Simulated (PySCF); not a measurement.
**Worked example: entropy of an ideal gas**

ozone (O3), SMILES O=[O+][O-].

Coordinates come from a PBE0-D3(BJ)/def2-TZVP optimisation. The molecule may have multireference character, which single-reference levels describe poorly.

PySCF with PBE0-D3(BJ)/def2-TZVP gives the harmonic wavenumbers 780, 1304, 1326 cm⁻¹ and the rotational temperatures 5.6572, 0.6703, 0.5993 K. The molar mass is 48.00 g/mol, the symmetry number 2, the spin multiplicity 1.

Task: Work out the entropy at 298.15 K and 1 atm in the rigid-rotor, harmonic-oscillator model.

Result: 
Translation (Sackur–Tetrode at 1 atm): S = R[1.5 ln M + 2.5 ln T − 1.16487] = 157.0 J/(mol K).
Rotation: q = (√π/σ) T^1.5/√(θA θB θC) = 3030, S = R[ln q + 3/2] = 79.1 J/(mol K).
Vibration: with u = 1.4388 ν/T, each mode gives R[u/(e^u − 1) − ln(1 − e^−u)]:
```csv
ν (cm⁻¹),modes,u,S (J/(mol K))
780,1,3.76,0.94
1304,1,6.29,0.11
1326,1,6.40,0.10
```
These are all the modes. Sum 1.2 J/(mol K).
Spin: R ln 1 = 0.0 J/(mol K).
Total 237.3 J/(mol K); the program's own thermochemistry gives 237.3. Translation makes up 66 % and vibration 0 %. Anharmonicity, hindered rotation and orbital degeneracy are left out.
